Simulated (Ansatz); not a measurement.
`F[SiH2]`, charge 0, multiplicity 2.

Q: Give a relaxed structure at PBE0-D4/def2-TZVP (Ansatz 0.2.0). (An estimate is asked.)

A: Ansatz gave: 
```xyz
4

F    -0.0250    1.4488   -0.2693
Si    0.2963   -0.1217   -0.2256
H    -0.9203   -0.8499   -0.6826
H     0.6489   -0.4772    1.1775
```
Point group Cs.
